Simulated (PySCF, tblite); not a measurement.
# How well do the runs reproduce experiment for SF4?

**Experimental background.**

From NIST CCCBDB Release 22 (SRD 101), experimental dipoles, for the gas: dipole moment (microwave Stark effect, vibrational ground state) 0.632 ± 0.003 D.

CRC Handbook of Chemistry and Physics lists, for the gas at 298.15 K: standard entropy 299.6 J/(mol K).

How close the calculation comes is told at the end.

Compound: SF4.
Numbering: `[F:1][S:2]([F:3])([F:4])[F:5]`

Structure used (GFN2-xTB), in Å, numbered top down from 1:
```
atom  x, y, z in Å
F1     0.494   -1.073    0.703
S2     0.047   -0.020   -0.438
F3    -0.616    1.131    0.481
F4     1.543    0.751   -0.261
F5    -1.460   -0.786   -0.503
```

The PySCF runs (gas phase, on this GFN2-xTB geometry; no spin–orbit coupling):

```
        level                                      job  basis functions  wall time
PBE0/pcSseg-1  shieldings, charges and field gradients               92      3.4 s
```

Hardware: x86-64 server, one thread, shared host.

GFN2-xTB wavenumbers (cm⁻¹, harmonic, unscaled, at the method's own geometry): 144, 230, 299, 320, 351, 559, 711, 733, 776. Point group C2v, symmetry number 2. Entropy at 298.15 K and 1 bar in J/(mol K): translation 167.2, rotation 102.8, vibration 41.2.

Results beside the measurements:

**Dipole moment.** Measured: 0.632 D (NIST CCCBDB Release 22 (SRD 101), experimental dipoles).

| level | computed (D) | computed − measured (D) | % (from the printed values) |
| --- | --- | --- | --- |
| PBE0/pcSseg-1 | 0.970 | +0.338 | +53 |

The computed dipoles belong to one fixed geometry; measured ones are averaged over vibrations unless marked μe. Magnitudes are compared, not signs.

**Standard entropy at 298.15 K.** Measured: 299.6 J/(mol K) (298.15 K; CRC Handbook of Chemistry and Physics).

```
                                        level  computed (J/(mol K))  computed − measured (J/(mol K))  % (from the printed values)
GFN2-xTB, rigid rotor and harmonic oscillator                 311.2                            +11.6                           +4
```

Ideal gas at 1 bar, most abundant isotopes; table values of this kind come from calorimetry or from spectroscopic constants.

The geometry is computed, not the measured one. Where a level misses, the cause wasn't examined.
